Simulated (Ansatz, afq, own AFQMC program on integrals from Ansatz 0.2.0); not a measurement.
Integrals from Ansatz 0.2.0, then the random walk in our own AFQMC program (afq).

```yaml
crystal:
  periodic: [false, false, false]
  atoms:
    - {symbol: W, position_ang: [0.000000, 0.000000, 0.000000]}
basis:
  gaussian: {orbitals: def2-TZVPP}
magnetization: {spin_polarized: true, initial_magnetization: 6}
correlation: {method: ccsd_t, electrons: outside_noble_gas, hamiltonian_folder: ham}
```

```sh
$ ansatz run in.yaml --threads 1 --pin off --events-out ev --progress --plain --max-ram 15360MiB --backend cuda --devices 0, --max-vram 18GiB
```

afq runs on the folder ham with

```
--method phaseless --trial hf --walkers 4000 --populations 20 --least-time 40 --time-step 0.005 --steps-per-block 20 --equilibration-blocks 160 --max-blocks 4000 --target-error 0.0007499999999999999 --factor-cut 1e-05 --start spin_pure --seed 4914 --taylor-order 6
```

Times are imaginary, in 1/Eh. The walk had a cap of 88 s. With eight or more populations the least sampling time is a fifth of least-time, and the error comes from their spread. Core potentials past Kr, no spin–orbit coupling.

afq prints:

```
orbitals 52  electrons 6 0  factors 367 of 367
reference energy -66.36046900 Eh
CCSD correlation -0.08279888 Eh in 7 cycles, weight of the determinant in the CISD state 0.9559
energy of the start -66.360469 Eh
 block  time / (1/Eh)  mean weight  energy / Eh
     1     0.100  1.0003  -66.379051
     2     0.200  1.0005  -66.392636
     3     0.300  1.0007  -66.402823
     4     0.400  1.0004  -66.409890
     5     0.500  1.0002  -66.415256
     9     0.900  1.0003  -66.429258
    25     2.500  0.9999  -66.443166
    49     4.900  1.0000  -66.444019
    55     5.500  1.0001  -66.445857
    73     7.300  1.0000  -66.442590
    97     9.700  0.9999  -66.442566
   121    12.100  1.0001  -66.440916
   145    14.500  0.9999  -66.442365
   169    16.900  1.0000  -66.439133
   193    19.300  1.0001  -66.442469
   217    21.700  0.9996  -66.439745
   235    23.500  1.0001  -66.442165
error from the spread of 20 populations
energy -66.441589 +/- 0.000498 Eh
(rows thinned)
```

The run passed its tests (sampling time, drift between the halves within three errors, error under three times the target), which doesn't prove that it has relaxed.

Against this walk (error 13.6 meV) on the same determinant: CCSD(T) 106.9 meV lower, CCSDT(Q) 117.4 meV lower. The error is statistical and leaves out the bias of the constraint. CCSDT(Q) is the surest value here, so the walk's 117 meV above it is most likely the bias of the constraint with this trial, which can have either sign.

Cautions: constraint bias not in the error; no spin-orbit coupling; outer-core shells of the metal frozen.

The walk took 19 s on 2 threads of a server CPU with a shared H100 80 GB, shared host (the card was shared). The log's last line is the phaseless energy.

CCSDT and higher add their correlation energy to the determinant of the CCSD(T) run, since their own runs factorise the integrals more tightly (a shift of under 2 meV). A walk keeps the symmetry of its determinant, which the program's search chose and which needn't be the lowest solution, so a lower state of the same spin and another symmetry isn't excluded.
